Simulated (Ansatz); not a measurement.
System (SMILES): [H][H] (H2).
Atoms: H1, H2. Bonds: H1-H2.

Basis-set convergence of the highest harmonic wavenumber at HF with Ansatz (a quantum-chemistry and plane-wave program). Each level at its own minimum, finite differences of forces, unscaled; the reference is a large set that could be run, not a limit. All functions are spherical. The program fits the integrals of some runs and decomposes those of others, by size. No added dispersion term, no relativity. Reference: the value in aug-cc-pV5Z, 4583 cm⁻¹. Deviations are taken from unrounded values.

| basis | functions | highest harmonic wavenumber (cm⁻¹) | minus reference (cm⁻¹) |
|---|---|---|---|
| 3-21G | 4 | 4657 | 74 |
| pcseg-1 | 10 | 4640 | 57 |
| 6-311G** | 12 | 4594 | 11 |
| def2-SVPD | 16 | 4574 | -9 |
| def2-TZVPD | 18 | 4591 | 9 |
| 6-311++G(2d,2p) | 20 | 4590 | 7 |
| pcseg-2 | 28 | 4589 | 6 |
| 6-311++G(3df,3pd) | 36 | 4578 | -5 |
| aug-cc-pVQZ | 92 | 4582 | -1 |

The smallest set listed that lies within 20 cm⁻¹ of the reference with all its larger relatives (same family, alike in diffuse functions; a set with none counts only in the reference's own line) is def2-SVPD (16 functions, -9 cm⁻¹ off). Inside, with no larger relative to test it: 6-311G**. (Relatives not listed, tested too: def2-TZVPPD 3, def2-QZVPPD 0, pcseg-3 0, pcseg-4 1, aug-cc-pV5Z 0 cm⁻¹.)
